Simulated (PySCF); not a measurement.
**Changing the system itself: SN⁻ (triplet)**

One physical setting of the base script is moved in each run, with the edits that it forces.

Method: each script names its method and basis; program: PySCF 2.14.0.

2 further runs of the same task are left out: 2 that didn't finish.

### Step 1. The system as given

SN⁻ (triplet): 2 atoms, charge -1, spin multiplicity 3.

Bond lengths: S1–N2 1.566 Å.

### Step 2. The run that the others are compared with

input.py

```python
from pyscf import gto, scf, cc

mol = gto.M(
    atom='S 0 0 0; N 0 0 1.566',
    basis='cc-pvdz-dk',
    charge=-1,
    spin=2,
    symmetry=True,
    verbose=4,
)
mf = scf.UHF(mol)
mf = mf.sfx2c1e()
mf.kernel()
mycc = cc.CCSD(mf, frozen=6)
mycc.kernel()
e = mycc.ipccsd(nroots=6)[0]
print('roots (eV) =', (e*27.211386).round(3))
mf.dip_moment()
print('orbital energies (hartree):', [e[max(0, n-3):n+3].round(4) for e, n in zip(mf.mo_energy, mol.nelec)])
```

Run with:

```bash
$ OMP_NUM_THREADS=1 python input.py
```

The log of this run is left out.

In short: E(SCF) = -453.047113 Eh, 11 cycles, E(CCSD) − E(SCF) = -0.27033 Eh, ⟨S²⟩ = 2.033, ionisation roots 0.150, 0.150, 3.387, 3.387, 3.745 eV.

The bond length is a typed value, not an optimised one. The dipole of an ion depends on the origin. The triplet is typed in the script; nothing here shows that it is the ground state.

### Step 3. Charge +0 (quartet)

Edit 1 changes charge: -1 → 0; spin (2S): 2 → 3.

input.py

```python
from pyscf import gto, scf, cc

mol = gto.M(
    atom='S 0 0 0; N 0 0 1.566',
    basis='cc-pvdz-dk',
    charge=0,
    spin=3,
    symmetry=True,
    verbose=4,
)
mf = scf.UHF(mol)
mf = mf.sfx2c1e()
mf.kernel()
mycc = cc.CCSD(mf, frozen=6)
mycc.kernel()
e = mycc.ipccsd(nroots=6)[0]
print('roots (eV) =', (e*27.211386).round(3))
mf.dip_moment()
print('orbital energies (hartree):', [e[max(0, n-3):n+3].round(4) for e, n in zip(mf.mo_energy, mol.nelec)])
```

Run with:

```bash
$ OMP_NUM_THREADS=1 python input.py
```

### Step 4. Bond 2.349 Å

Edit 2 changes bond length: 1.566 Å → 2.349 Å.

input.py: that of step 2 with these lines changed.

```diff
@@ -3,3 +3,3 @@
 mol = gto.M(
-    atom='S 0 0 0; N 0 0 1.566',
+    atom='S 0 0 0; N 0 0 2.349',
     basis='cc-pvdz-dk',
```

### Step 5. Bond 1.378 Å

Edit 3 changes bond length: 1.566 Å → 1.378 Å.

input.py: that of step 2 with these lines changed.

```diff
@@ -3,3 +3,3 @@
 mol = gto.M(
-    atom='S 0 0 0; N 0 0 1.566',
+    atom='S 0 0 0; N 0 0 1.378',
     basis='cc-pvdz-dk',
```

### Step 6. Electric field 0.2 a.u.

Edit 4 changes electric field: none → 0.2 a.u.; point-group symmetry: on → off.

input.py: that of step 2 with these lines changed.

```diff
@@ -7,3 +7,2 @@
     spin=2,
-    symmetry=True,
     verbose=4,
@@ -12,2 +11,7 @@
 mf = mf.sfx2c1e()
+field = 0.2  # electric field along z, atomic units
+h = mf.get_hcore() + field*mol.intor('int1e_r')[2]
+mf.get_hcore = lambda *args: h
+e_nuc = mol.energy_nuc() - field*mol.atom_charges() @ mol.atom_coords()[:, 2]
+mf.energy_nuc = lambda *args: e_nuc
 mf.kernel()
```

Before running it: what results should come out? Wanted: for each run, E(SCF); from base; gap, α spin; SCF dipole; after the SCF.

As calculated:

| run | E(SCF) (hartree) | from base (eV) | cycles | gap, α spin (eV) | SCF dipole (D) | after the SCF |
| --- | --- | --- | --- | --- | --- | --- |
| base | -453.047113 | 0 | 11 | 14.89 | n/a | CCSD correlation -7.356 eV, core frozen, first root 0.15 eV |
| charge +0 (quartet) | -452.931401 | +3.1487 | 13 | 15.81 | 0.51 | CCSD correlation -6.900 eV, core frozen, first root 9.13 eV |
| bond 2.349 Å | -452.963980 | +2.2622 | 25 | 10.58 | n/a | CCSD correlation -7.633 eV, core frozen, first root 1.70 eV |
| bond 1.378 Å | -452.986020 | +1.6624 | 11 | 14.64 | n/a | CCSD correlation -7.292 eV, core frozen, first root -0.80 eV |
| electric field 0.2 a.u. (poor choice) | -453.294548 | not comparable | 13 | 9.50 | n/a | CCSD correlation -6.801 eV, core frozen, first root -5.52 eV |

In words: The largest comparable shift of the SCF energy, +2.262 eV, comes with the run “bond 2.349 Å”. At the SCF level, going to the quartet with one electron fewer costs 3.15 eV at fixed geometry, which need not be the lowest ionisation. With bond 2.349 Å the frontier gap moves by over 1.5 eV, which can mean another electronic state rather than the bond length alone. Rows marked «poor choice» come from settings spoiled on purpose.
